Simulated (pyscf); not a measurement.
Structures and frequencies: ωB97X-D3(BJ)/def2-SVP in PySCF.

Task: O=Ta(F)(F)–F (SMILES [O]=[Ta]([F])([F])[F]) + HCl (SMILES Cl) → O=Ta(F)(F)–Cl (SMILES [O]=[Ta]([F])([F])[Cl]) + HF (SMILES F)
Surface: singlet. Broken: F–Ta, Cl–H. Formed: Cl–Ta, F–H. Give ΔE‡ and ΔE from ωB97M-D3(BJ)/def2-TZVP, relative to the separated reactants.

Result: ΔE‡ = 0.23 eV, ΔE = +0.18 eV. Zero-point energy shifts the barrier by +0.01 eV. It is a four-centre exchange, with an imaginary mode of 571i cm⁻¹. On the reactant side the descent ends in an adduct with a Cl–Ta contact, 0.37 eV under the separated species and 0.40 eV under the saddle at ωB97X-D3(BJ)/def2-TZVP. On the product side the descent ends in an adduct with a F–Ta contact, 0.37 eV under the separated species and 0.38 eV under the saddle at ωB97X-D3(BJ)/def2-TZVP. What is counted as formed (Cl–Ta) is already present as a longer contact in the reactant adduct; forming that adduct is a step of its own. What is counted as broken (F–Ta) persists as a longer contact in the product adduct; parting that adduct is a step of its own. At ωB97X-D3(BJ)/def2-TZVP the barrier from the zero used here is 0.03 eV. This is the saddle that the search found; another between the same sides may lie lower. Elements past Kr carry the def2 core potentials, without spin-orbit coupling.
